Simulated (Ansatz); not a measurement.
`[CH3][AlH][CH3]` and `[CH3][AlH][OH]` differ in one atom or group.

Ansatz, PBE0-D4/def2-TZVP geometries, multiplicity 1. Each molecule was computed in one conformer, which needn't be the lowest.

| property | `[CH3][AlH][CH3]` |
| --- | --- |
| HOMO energy (PBE0/def2-TZVPP) / eV | -7.76 |
| size of the dipole moment (PBE/def2-TZVPP) / D | 0.71 |
| LUMO energy (PBE0/def2-TZVPP) / eV | -0.83 |
| HOMO energy (PBE/def2-TZVPP) / eV | -6.49 |
| HOMO–LUMO gap (B3LYP/def2-TZVPP) / eV | 6.47 |
| HOMO–LUMO gap (PBE0/def2-TZVPP) / eV | 6.93 |

What does the change do to each property? (Estimate.)

Ansatz gave: 
```
                                      property  `[CH3][AlH][OH]`  shift
            HOMO energy (PBE0/def2-TZVPP) / eV             -7.97  -0.21
size of the dipole moment (PBE/def2-TZVPP) / D              0.50  -0.21
            LUMO energy (PBE0/def2-TZVPP) / eV             -0.45   0.38
             HOMO energy (PBE/def2-TZVPP) / eV             -6.66  -0.17
         HOMO–LUMO gap (B3LYP/def2-TZVPP) / eV              7.09   0.62
          HOMO–LUMO gap (PBE0/def2-TZVPP) / eV              7.53   0.60
```

With PBE0 the HOMO falls by 0.21 eV and the LUMO rises by 0.38 eV, so the gap widens by about 0.59 eV. PBE moves the HOMO by -0.17 eV and ωB97M-V by -0.21 eV. Dipoles are sizes alone; their direction can turn.

B3LYP here is the variant with VWN-RPA as its local correlation; programs differ in this.
